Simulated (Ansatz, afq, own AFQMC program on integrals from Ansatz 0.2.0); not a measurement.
## H2O, singlet in 6-31G, levels against full CI

| atom | x (Å) | y (Å) | z (Å) |
| --- | --- | --- | --- |
| O | 0.0000 | -0.0990 | 0.0000 |
| H | 0.0000 | 0.7859 | -1.1545 |
| H | 0.0000 | 0.7859 | 1.1545 |

Basis 6-31G. Only valence electrons are correlated. AFQMC by an in-house program on the Cholesky factors that Ansatz 0.2.0 writes for its CCSD(T) run. ph-AFQMC/CISD is guided by a CISD state made of CCSD amplitudes; releasing the constraint for a short imaginary time cuts its bias at the price of noise, slowly where states lie close. Uncertainties: one standard error, sampling alone.

Determinant: UHF, the one that the program's search chose, which needn't be the lowest solution. The geometry is a point of a scan.

Full CI on the same integrals is exact in this basis and with this determinant's frozen core.

Cautions: an unrestricted solution with more broken spin lies lower (439 meV, ⟨S²⟩ 0.92); strong correlation (T1 0.124, weight of the determinant 0.67, largest double 0.12); unrestricted determinant spin contaminated (⟨S²⟩ 0.64 against 0.00).

The T1 diagnostic is 0.1236, the weight of the determinant in the CISD state is 0.665 and the ⟨S²⟩ of the determinant is 0.641. The size of the correlated space is 8 electrons in 12 orbitals.

```csv
level,correlation energy (eV)
MP2,-3.3228
CCSD,-4.9929
CCSD(T),-5.0751
```

(1) Estimate where full CI lies against CCSD(T) on the same integrals.

(1) 3.0 kJ/mol below CCSD(T).

Reference: full CI, correlation energy -5.106 eV. The released energy is read at 2.40 1/Eh (meV from the phaseless value at times in 1/Eh: 1 ± 7 at 0.24, -9 ± 6 at 0.51, -13 ± 6 at 0.99, -9 ± 8 at 1.62, -10 ± 6 at 2.40). The cautions show a poor starting determinant, so the rows tell how each method copes with it here, and full CI is the sure value.

```json
{"level": "CCSD(T)", "E − E(reference) (kJ/mol)": "3.0", "share of correlation (%)": "99.39"}
{"level": "CCSDT", "E − E(reference) (kJ/mol)": "2.6", "share of correlation (%)": "99.46"}
{"level": "CCSDT(Q)", "E − E(reference) (kJ/mol)": "-0.3", "share of correlation (%)": "100.05"}
{"level": "CCSDTQ", "E − E(reference) (kJ/mol)": "0.2", "share of correlation (%)": "99.96"}
{"level": "ph-AFQMC/HF", "E − E(reference) (kJ/mol)": "8.5 ± 2.9", "share of correlation (%)": "98.27"}
{"level": "ph-AFQMC/CISD", "E − E(reference) (kJ/mol)": "1.8 ± 0.5", "share of correlation (%)": "99.63"}
{"level": "released AFQMC", "E − E(reference) (kJ/mol)": "0.8 ± 0.6", "share of correlation (%)": "99.83"}
```

CCSDT and higher add their correlation energy to the determinant of the CCSD(T) run, since their own runs factorise the integrals more tightly (a shift of under 2 meV). Released energies are given only where the last usable release times agree within the noise; a slower fall can still hide under it.
